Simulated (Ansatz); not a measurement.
A calculation with Ansatz (development build ahead of 0.2.0).

```yaml
crystal:
  periodic: [false, false, false]
  atoms:
    - { symbol: Si, position_ang: [0.0, 0.0, 0.0] }
    - { symbol: O, position_ang: [0.0, 0.0, 1.59495] }
basis:
  gaussian: { orbitals: def2-SVP }
total_charge: 1
magnetization:
  spin_polarized: true
  initial_magnetization: 1
hamiltonian:
  xc: hf
correlation:
  method: mp2
  frozen_orbitals: { O: 1, Si: 5 }
scf:
  omitted_lower_state_checks: [starts, atomic_configurations, cluster_reference, orbital_swaps, given_window_search, neighbouring_geometries, increment]
```

The input is written out in the form of the current development build from the run's settings.

Results

| Quantity | Value |
| --- | --- |
| Converged | yes |
| Reference energy | -363.27957 hartree |
| Correlation energy | -0.19410 hartree |
| Total energy | -363.47367 hartree |
| Spin squared of the determinant | 0.757 |
| Stability test | minimum |

Messages of the program:
```
mean field -9885.34079911 eV, -363.2795738427 hartree, gradient 1.4e-6 eV, S^2 0.757004; 2 other ends of a descent, 0 dependent functions left out
```

Caution: MP2 on this radical cation hangs on the determinant chosen; the determinant may break the point group.
